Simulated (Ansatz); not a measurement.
C3H7NO can be A, `CCNC=O`, or B, `C1COCN1`.

Isolated molecules relaxed with PBE0-D4/def2-TZVP in Ansatz; ΔE leaves out vibrations. CCSD(T)/CBS adds triple-zeta CCSD(T) − MP2 to the extrapolated MP2 energy (def2 sets, frozen cores). DFT in def2-TZVPP. Each species was taken in one conformer, which may not be the lowest.

Problem. Which is lower in electronic energy at CCSD(T)/CBS, and by how much? (An estimate is asked.)

Solution. The calculation gave: A, by 24.4 kcal/mol.

Problem. Give E(B) − E(A) in kcal/mol with ωB97M-V, PBE0-D4, HF/def2-TZVPP, BLYP-D4, r2SCAN-D4, CCSD(T)/def2-SVP, B2PLYP. (Best estimate.)

Solution. Computed: ωB97M-V 24.8, PBE0-D4 24.4, HF/def2-TZVPP 26.2, BLYP-D4 31.8, r2SCAN-D4 27.7, CCSD(T)/def2-SVP 28.3, B2PLYP 28.2. None reverses the order clearly.

Problem. Does the order hold for the free energy at 298.15 K (harmonic terms from PBE0-D4)? (Estimate.)

Solution. Ansatz gave: Yes: G(B) − G(A) = +27.4 kcal/mol, for one conformer each. Modes under 60 cm⁻¹, often nearly free rotors, make the harmonic entropy too high.

Largest T1 diagnostic: 0.014.

From r2SCAN to r2SCAN0 (25 % exact exchange), in def2-TZVPP and without D4, E(B) − E(A) moves by −2.9 kcal/mol. Leaving LDA and LC-ωPBE aside and taking each functional with its dispersion term where it has one, the values, not all of them listed here, spread over 8.8 kcal/mol, from PBE-QIDH to BLYP-D4. LDA lies −5.4 kcal/mol from PBE without D4.
